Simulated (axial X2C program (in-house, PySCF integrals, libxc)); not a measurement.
Testing model relations on SiF⁺

A bond curve at the PBE0 level, two-component, was computed with an in-house relativistic program for diatomic molecules (basis Si dyall-v3z [8s7p2d1f], F dyall-av3z [7s6p3d2f] (cores contracted in-house)) for the state Ω = 0 (closed shell). Its fit gives Re = 1.5470 Å, ωe = 1019.5 cm⁻¹, ωexe = 4.63 cm⁻¹ and αe = 4.502e-03 cm⁻¹; the masses are 27.9769 and 18.9984 u. Two-component means X2C with spin–orbit coupling and atomic mean-field Coulomb and Gaunt terms.

Find the reduced mass, Be and the force constant.

From the PBE0 values: μ = 11.3148 u. Be = 16.8576/(μ Re²) = 0.6225 cm⁻¹. k = 5.8918×10⁻⁷ μ ωe² = 6.93 mdyn/Å.

Where do the fundamental and the first overtone lie?

ν(1←0) = ωe − 2ωexe = 1010.2 cm⁻¹; ν(2←0) = 2ωe − 6ωexe = 2011.2 cm⁻¹.

Give B0, the J = 1←0 line in GHz and the most populated J at 300 K (kT = 208.5 cm⁻¹).

B0 = Be − αe/2 = 0.6203 cm⁻¹; 2B0 = 37.19 GHz; J(max) ≈ √(kT/2B0) − 1/2 = 12.5, so J = 12.

A Morse curve ties αe to the other constants (Pekeris). How well does that hold?

αe(Morse) = 6Be²/ωe × (√(ωexe/Be) − 1) = 3.939e-03 cm⁻¹; the PBE0 curve gives 4.502e-03 cm⁻¹, a ratio of 0.88.

Estimate the centrifugal constant by the Kratzer relation.

D = 4Be³/ωe² = 9.29e-07 cm⁻¹.

The state is one determinant whose occupation by symmetry is held fixed; it was picked as the lowest of a PBE0 search that is not exhaustive.
